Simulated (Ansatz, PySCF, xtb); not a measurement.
Scan of H2O, singlet: symmetric bend, bond length relaxed. Scanned: H-O-H angle. Other coordinates (O-H bond length) were minimised at PBE0/def2-TZVP.

GFN1-xTB (xtb); RKS-BLYP/cc-pVDZ = restricted BLYP/cc-pVDZ in Ansatz (an electronic-structure program); RKS-B3LYP/6-31G* = PySCF 2.14.0 with restricted B3LYP/6-31G*, spherical d.

Energies in kJ/mol, each method relative to its own lowest point.

```tsv
a / °	GFN1-xTB	RKS-BLYP/cc-pVDZ	RKS-B3LYP/6-31G*
180	89.1	135.6	144.3
170.75	…	131.0	139.0
159.47	72.6	114.2	119.3
148.42	53.6	88.7	90.2
138.06	34.0	61.0	59.5
128	…	35.0	31.6
119.05	5.4	…	12.1
111.31	0.0	…	1.3
98.11	3.3	0.0	0.0
89.13	16.6	10.3	…
79.46	42.8	35.3	43.9
71.14	76.8	69.4	83.3
60	141.7	135.4	156.9
```

Problem. Fill in the missing entries.

Solution. 
- 170.75, GFN1-xTB: 85.6
- 128, GFN1-xTB: 16.8
- 119.05, RKS-BLYP/cc-pVDZ: 15.8
- 111.31, RKS-BLYP/cc-pVDZ: 4.4
- 89.13, RKS-B3LYP/6-31G*: 13.8
